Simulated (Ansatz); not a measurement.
Reaction (SMILES): C (CH4) → C atom + 4 H atom
B3LYP-D3(BJ)/def2-TZVP geometries, fixed; electronic energies without zero-point terms.
Largest species:
```
C
H 1 1.0892
H 1 1.0892 2 109.47
H 1 1.0892 2 109.47 3 120.00
H 1 1.0892 2 109.47 3 -120.00
```

Basis-set convergence of the atomisation energy at CCSD(T) with Ansatz (a quantum-chemistry and plane-wave program). Cartesian d functions, on some or all atoms, in 6-31+G*; all else is spherical. Cores are frozen. Open shells are unrestricted. No added dispersion term, no relativity. Functions are those of the species that has most. Reference: Hartree-Fock in cc-pVQZ plus the correlation part extrapolated as X^-3 from cc-pVTZ and cc-pVQZ, 419.74 kcal/mol, itself unsure by roughly 1.02 kcal/mol (a third of the extrapolation step and of the last Hartree-Fock step). Deviations are taken from unrounded values.

```tsv
basis	functions	atomisation energy (kcal/mol)	minus reference (kcal/mol)
6-31G	17	371.27	-48.46
def2-SV(P)	22	376.98	-42.76
6-31+G*	27	381.53	-38.21
def2-TZVP	55	406.39	-13.34
aug-cc-pVDZ	59	397.31	-22.42
pcseg-2	86	414.49	-5.24
6-311++G(3df,3pd)	111	414.01	-5.72
aug-pcseg-2	138	414.93	-4.81
def2-QZVPP	177	417.04	-2.70
```
